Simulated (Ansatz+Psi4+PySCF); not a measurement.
Results of a calculation; reference values are marked as such.
Input for Ansatz (development build ahead of 0.2.0):

```yaml
crystal:
  periodic: [false, false, false]
  atoms:
    - { symbol: O, position_ang: [0.1987, 0.0327, 0.5895] }
    - { symbol: O, position_ang: [-0.1987, -0.0327, -0.5895] }
basis:
  gaussian: { orbitals: cc-pVTZ }
magnetization:
  initial_magnetization: 2
hamiltonian:
  xc: hf
correlation:
  method: mp2
  frozen_orbitals: { O: 1 }
```

The input is written out in the form of the current development build from the run's settings. Correlation on restricted open-shell orbitals is semicanonical, with singles.

Results

```yaml
Converged: yes
Reference_energy: -149.64606 hartree
Correlation_energy: -0.44849 hartree
Total_energy: -150.09455 hartree
Spin_squared_of_the_determinant: 2.000
Stability_test: minimum among restricted orbitals
```

Caution: large amplitudes, a single reference is doubtful; the determinant breaks the point group; another reference gives a lower total.
